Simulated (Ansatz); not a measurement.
Rock-salt HfN was calculated with PBE-D3(BJ) in Ansatz (PAW).

Settings: plane-wave cutoff 520 eV, 22×22×22 k mesh, Fermi–Dirac smearing 0.05 eV, scalar-relativistic PAW data made under PBE.

Equation-of-state points:

```
V (Å³/atom)  E − E_lowest (meV/atom)  P (GPa)
-----------  -----------------------  -------
10.825                         39.79    19.48
11.056                         17.05    12.29
11.286                          4.11     5.82
11.516                          0.00     0.00
11.747                          3.82    -5.23
11.977                         14.79    -9.94
12.207                         32.18   -14.18
```

Problem. What bulk modulus B0 and pressure derivative B′ does a third-order Birch–Murnaghan fit give?

Solution. V0 = 11.517 Å³/atom, B0 = 276 GPa, B′ = 4.3 (fit to the energies at full precision).

Measured, for comparison: bulk modulus 260 GPa (room temperature, not corrected to a static lattice, our sources range from 260 to 306; as tabulated in Synthesis of Binary Transition Metal Nitrides, Carbides and Borides from the …); equilibrium volume per atom 11.57 Å³/atom (room temperature, not corrected to a static lattice; as tabulated in Seo, Lee, Wen, Petrov, Greene, Gall, J. Appl. Phys. 96, 878 (2004)). Computed (rounded) less measured: bulk modulus not scored (sources differ), equilibrium volume per atom -0.4 %. A static lattice is as a rule a little smaller and stiffer than an uncorrected measurement, which narrows the difference in the equilibrium volume per atom and would widen misses of the other sign.

Spin–orbit coupling is not included.

Static lattice: no zero-point or thermal effects.

Computing time: around 80 core-seconds (rough).

Ansatz is a program for electronic structure.
